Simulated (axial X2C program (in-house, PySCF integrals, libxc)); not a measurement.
**SAl: properties at the nuclei**

Wanted for SAl: properties at the nuclei, at the two-component level.

Method: two-component X2C with atomic mean-field terms, S dyall-av3z, Al dyall-v3z; program: an in-house X2C program for linear molecules on PySCF integrals.

All values are calculated.

### Step 1. Input

Contents of task.json:

```json
{"zs": [16, 13], "q": 0, "bas": ["dyall-av3z", "dyall-v3z"], "r0": 2.07, "levels": ["PBE0", "HF", "BHandHLYP", "LDA", "B3LYP"], "nst": 3}
```

Keys: zs atomic numbers; q charge; bas basis sets; r0 starting distance in Å; levels methods (HF also brings MP2); nst determinants followed.

On the command line:

```
> python soeom.py task.json out
```

After this run come: Expectation values, lowest determinant; Expectation values, a higher determinant.

Q: Predict the outcome of this session. Wanted: lowest determinant; Eeff magnitude; Ws magnitude S; A∥/gI S; qzz S; higher determinant (for each run or level that gives them).

As calculated:

```
                                        quantity                                    value
                              lowest determinant  Ω = 1/2 (excess of +ω over −ω: ω = 1/2)
                    Eeff magnitude (GV/cm), PBE0                                    0.172
                      Ws magnitude S (kHz), PBE0                                    0.017
                             A∥/gI S (MHz), PBE0                                     96.2
                              qzz S (a.u.), PBE0                                     1.36
                              higher determinant  Ω = 3/2 (excess of +ω over −ω: ω = 3/2)
Eeff magnitude (GV/cm), PBE0, higher determinant                                  0.00979
  Ws magnitude S (kHz), PBE0, higher determinant                                  0.00229
         A∥/gI S (MHz), PBE0, higher determinant                                      212
          qzz S (a.u.), PBE0, higher determinant                                    -1.89
```

**Reading.** In the first state, the effective field runs from 0.149 to 0.236 GV/cm over the mean-field levels. The expectation values come from single determinants, which for open shells can mix terms of unlike spin or miss the lowest Ω, so a determinant need not be a state. Eeff is the effective electric field on the electron dipole moment in this Ω state and Ws the scalar–pseudoscalar constant (defined with the proton number Z and per Ω); A∥ is the parallel hyperfine constant, which follows by multiplying with the nuclear g factor gI = μI/(I μN); qzz is the electric field gradient, eQq0 = 234.96 MHz × Q/barn × qzz; μ is positive if Al is the positive end. The operators were transformed with the bare-nucleus X2C matrices.
